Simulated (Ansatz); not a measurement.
Relaxed structures of LiAlHCl, singlet (PBE0-D4/def2-TZVP; forces vanish, vibrations not checked; lower isomers may exist, and structures with a doubtful reference or unclear bonds are left out; Å). Computed with Ansatz 0.2.0 (basis: def2-TZVPP); correlated methods freeze the cores. The outer core shell of Li, Na, Mg and K is correlated.

Question: Rank them by CCSD(T) energy, lowest first, and give each one's height above the lowest. Links in brackets join atoms within 1.22 times the sum of their covalent radii (1.1 for two metals). (To be estimated.)
A.
LiAlHCl ([Li][AlH][Cl])
```
4
angstrom
Li -2.4926 0.0002 0.2655
Al 0.0909 0.1891 -0.1249
Cl 1.2967 -1.3978 0.7133
H 1.1050 1.2086 -0.8539
```
B.
LiAlHCl ([Cl][Al]1[H][Li]1)
```
4
angstrom
Li -1.7851 -0.5022 0.6038
Al 0.5979 -0.3164 0.0973
Cl 2.5007 -1.2086 0.5246
H -0.4678 -1.4192 1.1388
```
C.
LiAlHCl ([H]1[Li][Cl][Al]1)
```
4
angstrom
Li 1.3160 0.1770 -0.2480
Al -1.4683 0.0758 0.1103
Cl 0.3179 -1.4007 0.8194
H -0.1027 1.0327 -0.6181
```
D.
LiAlHCl ([Li]1[AlH][Cl]1)
```
4
angstrom
Li -2.8055 -0.0948 0.4892
Al -0.4976 0.5930 -0.2270
Cl -1.2161 -1.5962 0.3945
H 1.0578 0.2869 -0.5544
```

Answer: Computed: C (0.000 eV), D (0.366 eV), A (0.565 eV), B (0.782 eV). Heights count from the lowest.

T1 diagnostic: at most 0.011. The restricted Hartree–Fock reference is unstable towards an unrestricted one at one or more of these structures.

For scale, one of the runs: CCSD(T)/def2-TZVPP, 117 basis functions, launched by `ansatz run in.yaml --threads 2 --pin off --events-out ev --progress --plain --max-ram 4352MiB`. Hardware: 2 CPU threads of an Arm Neoverse V2, shared host. Wall time about 2.8 s.
